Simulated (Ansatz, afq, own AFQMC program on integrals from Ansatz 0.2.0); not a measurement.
AFQMC on a folder of integrals that Ansatz 0.2.0 wrote.

```yaml
crystal:
  periodic: [false, false, false]
  atoms:
    - {symbol: Ge, position_ang: [0.000000, -0.020787, 0.000000]}
    - {symbol: H, position_ang: [0.000000, 0.749032, -1.334401]}
    - {symbol: H, position_ang: [0.000000, 0.749032, 1.334401]}
basis:
  gaussian: {orbitals: cc-pVTZ}
magnetization: {spin_polarized: false, initial_magnetization: 2}
correlation: {method: ccsd_t, electrons: outside_noble_gas, hamiltonian_folder: ham}
```

```sh
$ ansatz run in.yaml --threads 1 --pin off --events-out ev --progress --plain --max-ram 16896MiB --backend cuda --devices 0, --max-vram 18GiB
```

Options of the walk:

```
--method phaseless --trial cisd --walkers 3400 --populations 20 --least-time 60 --time-step 0.005 --steps-per-block 50 --equilibration-blocks 28 --max-blocks 4000 --target-error 0.00015 --factor-cut 1e-05 --start spin_pure --seed 97 --release-times 0.24,0.51,0.99,1.62,2.4 --release-step 0.03 --release-every 3 --taylor-order 6
```

Times are imaginary, in 1/Eh. The walk had a cap of 239 s. With eight or more populations the least sampling time is a fifth of least-time, and the error comes from their spread. Filled inner d shells are frozen with the cores.

Output of the walk:

```
orbitals 57  electrons 4 2  factors 387 of 433
reference energy -2076.49912893 Eh
CCSD correlation -0.10872925 Eh in 9 cycles, weight of the determinant in the CISD state 0.9312
energy of the start -2076.607855 Eh
 block  time / (1/Eh)  mean weight  energy / Eh
     1     0.250  0.9999  -2076.607577
     2     0.500  1.0000  -2076.608081
     3     0.750  0.9999  -2076.608712
     4     1.000  1.0000  -2076.609118
     5     1.250  1.0000  -2076.609600
     8     2.000  1.0002  -2076.610592
    11     2.750  0.9999  -2076.610851
    14     3.500  1.0002  -2076.611018
    17     4.250  1.0001  -2076.611139
    20     5.000  1.0000  -2076.611132
    23     5.750  0.9998  -2076.611122
    24     6.000  1.0000  -2076.610984
    26     6.500  0.9998  -2076.611159
    29     7.250  0.9999  -2076.611114
    32     8.000  0.9997  -2076.611536
    35     8.750  1.0002  -2076.611499
    38     9.500  1.0001  -2076.611360
    41    10.250  0.9998  -2076.611369
    44    11.000  0.9999  -2076.611629
    47    11.750  0.9999  -2076.611052
    50    12.500  0.9999  -2076.611352
    51    12.750  1.0000  -2076.611665
    53    13.250  0.9998  -2076.611400
    56    14.000  1.0001  -2076.611360
    59    14.750  1.0000  -2076.611122
    62    15.500  0.9998  -2076.611277
    65    16.250  1.0002  -2076.611289
    68    17.000  1.0002  -2076.611617
    71    17.750  1.0000  -2076.611469
    74    18.500  1.0002  -2076.611526
    77    19.250  0.9997  -2076.611385
    78    19.500  1.0004  -2076.611200
error from the spread of 20 populations
released: time / (1/Eh)  energy / Eh  error  mean overlap
  0.24  -2076.611435  0.000059  0.9974
  0.51  -2076.611439  0.000045  0.9974
  0.99  -2076.611467  0.000031  0.9959
  1.62  -2076.611508  0.000031  0.9917
  2.40  -2076.611499  0.000034  0.9902
energy -2076.611384 +/- 0.000066 Eh
(rows thinned)
```

The run passed its tests (sampling time, drift between the halves within three errors, error under three times the target), which doesn't prove that it has relaxed.

Against this walk (error 1.8 meV) on the same determinant: CCSD(T) 17.3 meV higher, CCSDT(Q) 2.8 meV lower (within the noise). The error is statistical and leaves out the bias of the constraint. Released to 2.40 1/Eh the energy moves by -3.1 ± 2.0 meV (both errors), within twice the noise.

Cautions: constraint bias not in the error; no relativity below Rb; no spin-orbit coupling; inner d shell frozen; lower spins were not checked.

The walk took 87 s on 1 × NVIDIA H100 80GB HBM3 with 2 threads of AMD EPYC 7R13 Processor (Zen 3), on a shared host (the card was shared). The log's last line is the phaseless energy.

CCSDT and higher add their correlation energy to the determinant of the CCSD(T) run, since their own runs factorise the integrals more tightly (a shift of under 2 meV). A walk keeps the symmetry of its determinant, which the program's search chose and which needn't be the lowest solution, so a lower state of the same spin and another symmetry isn't excluded.
